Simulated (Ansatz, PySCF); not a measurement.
Reaction: C2H6 (ethane, SMILES CC) → 2 CH3 (SMILES [CH3], doublet) (the C-C bond breaks)
Each species at its own B3LYP-D3(BJ)/def2-TZVP minimum (Ansatz, a program for electronic structure).

Total energies in hartree (Ansatz). UHF or UKS for unpaired electrons; spin-orbit terms are left out. Correlated methods leave the cores frozen. No relativity.

```csv
species,HF/cc-pVTZ,CCSD(T)/cc-pVTZ,HF/cc-pVQZ,CCSD(T)/cc-pVQZ,CCSD(T)/cc-pVDZ,CCSDT(Q)/cc-pVDZ
"1: C2H6 (ethane, SMILES CC)",-79.25979,-79.67444,-79.26503,-79.69871,-79.58229,-79.58331
"2: CH3 (SMILES [CH3], doublet)",-39.57748,-39.76098,-39.58026,-39.77245,-39.71583,-39.71634
```

Q: Work out the bond dissociation energy (enthalpy at 298 K, ideal-gas terms from PySCF's Hessians at B3LYP-D3(BJ)/def2-TZVP) in kcal/mol: take Hartree-Fock from cc-pVQZ, extrapolate the CCSD(T) correlation energy as X^-3 (X = 3, 4), and add CCSDT(Q) - CCSD(T) in cc-pVDZ. The further terms named in the bracket sum to -0.01144 hartree. 1 hartree = 627.51 kcal/mol.

A: 
Species 1: correlation (64·(-0.43368) - 27·(-0.41465))/37 = -0.44757; step -0.00102; E1 = -79.26503 + (-0.44757) + (-0.00102) = -79.71362
Species 2: correlation (64·(-0.19219) - 27·(-0.18350))/37 = -0.19853; step -0.00051; E2 = -39.58026 + (-0.19853) + (-0.00051) = -39.77930
-1·E1 +2·E2 -0.01144 = 0.14358 hartree = 90.1 kcal/mol. From measured enthalpies of formation at 298 K: 90.0 kcal/mol (Active Thermochemical Tables 1.112 (ions: stationary electron), as tabulated in the package chemicals). The calculations leave out spin-orbit terms. The composite differs from it by +0.0 kcal/mol; core, relativistic and spin-orbit terms are not in it.
